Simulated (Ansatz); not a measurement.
# What a trial cell of KBaCl₃ relaxes into

Level of theory: DFT PBE, scalar-relativistic, plane waves, PAW in Ansatz 0.2.0.

KBaCl₃ was placed on the hexagonal perovskite (2H) structure type (P6_3/mmc, No. 194), with K in place of Ba, Ba in place of Ni, Cl in place of O, at a guessed volume.

Input of the last, converged step (default PAW datasets):

```yaml
crystal:
  lattice:
    - [7.7259939606, 0.0, 0.0]
    - [-3.8629969803, 6.6909070393, 0.0]
    - [0.0, 0.0, 8.0188080267]
  atoms:
    - { symbol: K, position: [0.3333333333, 0.6666666667, 0.75] }
    - { symbol: K, position: [0.6666666667, 0.3333333333, 0.25] }
    - { symbol: Ba, position: [0.0, 0.0, 0.5] }
    - { symbol: Ba, position: [0.0, 0.0, 0.0] }
    - { symbol: Cl, position: [0.1703566465, 0.3407132929, 0.25] }
    - { symbol: Cl, position: [0.8296433535, 0.1703566465, 0.75] }
    - { symbol: Cl, position: [0.8296433535, 0.6592867071, 0.75] }
    - { symbol: Cl, position: [0.1703566465, 0.8296433535, 0.25] }
    - { symbol: Cl, position: [0.6592867071, 0.8296433535, 0.25] }
    - { symbol: Cl, position: [0.3407132929, 0.1703566465, 0.75] }
basis:
  ecutwfc: 420
kpoints:
  mp_grid: { grid: [6, 6, 4] }
hamiltonian:
  xc: pbe
scf:
  occupations: { method: gaussian, width: 0.02 }
output:
  forces: true
  stress: true
  eigenvalues: true
  write_density: true
  write_potential: true
  elf: true
  volumetric_format: npy
relax:
  adjacent_minimum: "off"
  f_tol: 0.01
  max_steps: 80
  cell: { stress_tol: 0.05 }
```

Launched as:

```bash
ansatz run input.yaml --threads 1 --pin off --max-ram 2560MiB --backend cpu --events-out ev --progress --plain --runs-dir out
```

Time: 2.4 min on 1 thread of Arm Neoverse V2, on a shared host, peak memory 0.74 GiB.

End of the output:

```
SCF converged after 5 iterations
Free energy (F): -21472.840657 eV
Harris-Foulkes:  -21472.840657 eV  (|F-HF|=0.00e0)
Internal energy: -21472.840657 eV  (E = F + TS)
E sigma→0 (E₀):  -21472.840657 eV
Fermi energy:    2.554203 eV
--- Per-component energies (eV) ---
  E_band       = -617.754432
  E_kinetic    = 1811.878798
  E_local      = -4173.646935  (includes V_loc(G=0)·N_el)
  E_nonlocal   = 309.344965
  E_hartree    = 1440.643865
  E_xc         = -1252.208007
  E_vxc        = -1336.592732  (∫ρ·V_xc dr)
  E_paw        = -15970.753854  (= ΣΔE_a)
  E_vpaw       = -110.026706  (= ΣTr[D̂ρ^β])
  E_aug_tail   = 0.000530  (compensation charges beyond the density's cutoff)
  E_ewald      = -3638.100020
  E_smearing   =  0.000000  (= −TS)
  E_closure    = 0.000000  (closes the sum)
  Σ components = -21472.840657   (vs F -21472.840657, Δ=0.00e0)
--- Forces (eV/Å), atoms counted from 1 ---
  atom   1  K      0.00000000     0.00000000     0.00000000
  atom   2  K      0.00000000     0.00000000     0.00000000
  atom   3  Ba     0.00000000     0.00000000     0.00000000
  atom   4  Ba     0.00000000     0.00000000     0.00000000
  atom   5  Cl     0.00000000    -0.00242034     0.00000000
  atom   6  Cl     0.00209607    -0.00121017     0.00000000
  atom   7  Cl     0.00000000     0.00242034     0.00000000
  atom   8  Cl    -0.00209607     0.00121017     0.00000000
  atom   9  Cl     0.00209607     0.00121017     0.00000000
  atom  10  Cl    -0.00209607    -0.00121017     0.00000000
  max |Σ_I F_I| component: 2.60e-18 eV/Å
--- Stress (GPa, compression-positive) ---
       -0.016806       0.000000       0.000000
        0.000000      -0.016806       0.000000
        0.000000       0.000000      -0.024781
  P = ⅓ Tr σ = -0.0195 GPa (-0.195 kbar)
--- Relaxed structure (4 steps of the walk, 4 accepted, 1 SCFs on fresh bases) ---
  F+E_penalty+E_count = -21472.84065675 eV   max|allowed force component| = 2.420e-3 eV/Å   (the final SCF, on the basis selected at the relaxed cell)
  cell:  # Å, volume = 410.5864 Å³
    - [7.599645, 0.000000, 0.000000]
    - [-3.799822, 6.581485, 0.000000]
    - [0.000000, 0.000000, 8.208945]
  atoms:
    - { symbol: K, position: [0.333333, 0.666667, 0.75] }
    - { symbol: K, position: [0.666667, 0.333333, 0.25] }
    - { symbol: Ba, position: [0.000000, 0.000000, 0.5] }
    - { symbol: Ba, position: [0.000000, 0.000000, 0.000000] }
    - { symbol: Cl, position: [0.170040, 0.340081, 0.25] }
    - { symbol: Cl, position: [0.829960, 0.170040, 0.75] }
    - { symbol: Cl, position: [0.829960, 0.659919, 0.75] }
    - { symbol: Cl, position: [0.170040, 0.829960, 0.25] }
    - { symbol: Cl, position: [0.659919, 0.829960, 0.25] }
    - { symbol: Cl, position: [0.340081, 0.170040, 0.75] }
```

Total energies depend on the potentials used, so only differences within one code and one set of settings carry meaning.

The result has space group P6_3/mmc (No. 194). K is coordinated by 6 Cl at 3.80 Å; Ba is coordinated by 6 Cl at 3.04 Å; around Cl lie 2 Ba at 3.04 Å.

Against the elements it lies at -2.153 eV/atom. Formation energies are uncorrected and refer to the elements' standard structures at the same level (Cl₂ as a molecule).

Symmetry constrained the relaxation, so the result can be a saddle point.